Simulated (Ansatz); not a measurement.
**Si–CH2, singlet in cc-pVDZ: errors against RCCSDTQ**

Geometry: a PBE0/def2-TZVP stationary point for this spin, not checked as a minimum.

```yaml
atoms:
  - { symbol: Si, position_ang: [0.0000, 0.0000, 0.5957] }
  - { symbol: C, position_ang: [0.0000, 0.0000, -1.1063] }
  - { symbol: H, position_ang: [0.0000, -0.9093, -1.7078] }
  - { symbol: H, position_ang: [0.0000, 0.9093, -1.7078] }
```

Basis cc-pVDZ; Ansatz 0.2.0. Correlated methods freeze the noble-gas cores, which leaves 10 electrons in 36 orbitals. Prefix R: restricted or restricted open-shell reference; prefix U: unrestricted. Active spaces: valence = (10e, 10o) chosen from the atoms' valence shells.

Full CI isn't at hand for all of this; RCCSDTQ serves as the reference, and is uncertain by about the last step of the cluster series. The frozen core follows each run's orbitals, which can shift R against U totals by a few meV.

Unrestricted rows (U) aren't spin-pure: their determinants' ⟨S²⟩ exceeds S(S+1) by up to 0.25, so they mix in states of higher spin.

```
UHF ⟨S²⟩                          : 0.250
T1 diagnostic (RCCSD)             : 0.0157
largest doubles amplitude (RCCSD) : 0.141
```

Problem. From what is known of these methods and the diagnostics, rank them by the size of their error in total energy against RCCSDTQ in cc-pVDZ, smallest first (an estimate: the text doesn't fix the numbers).
A. RCCSD(T)
B. RHF
C. RCCSDT
D. RCCSDT(Q)
E. CASSCF (valence space)

Solution. D (0.04 mEh), C (0.78 mEh), A (1.70 mEh), E (139.89 mEh), B (256.22 mEh).

All errors are against RCCSDTQ in cc-pVDZ. Below it: RCCSDT(Q). Within each family the higher level lies nearer, as is usual though not guaranteed.

Natural occupations of CASSCF (valence space) about the gap: 1.983 1.977 1.976 1.928 1.928 0.074 0.067 0.025 0.021 0.020; effectively unpaired electrons, Σ n²(2−n)², 0.09.

Atomization energy (electronic, same basis, no zero-point term; atoms at the same level, unrestricted beside the R rows where the molecule is a closed shell, with restricted open-shell steps beyond CCSDT(Q)) at RCCSDTQ: 1201.4 kJ/mol. Errors of other levels:

```
                   level  error (kJ/mol)
                     RHF          -306.2
                     UHF          -302.0
                    RMP2             5.6
                    CISD           -74.6
                   RCCSD           -22.5
                RCCSD(T)            -2.5
                 BCCD(T)            -2.2
                  RCCSDT            -1.9
               RCCSDT(Q)             0.1
  CASSCF (valence space)           -63.9
  NEVPT2 (valence space)           -20.7
  MRCISD (valence space)           -21.3
MRCISD+Q (valence space)           -11.5
```

This basis is far from its limit, so the value isn't to be set against a measured one. Truncated CI isn't size-consistent, which counts against it in atomization.
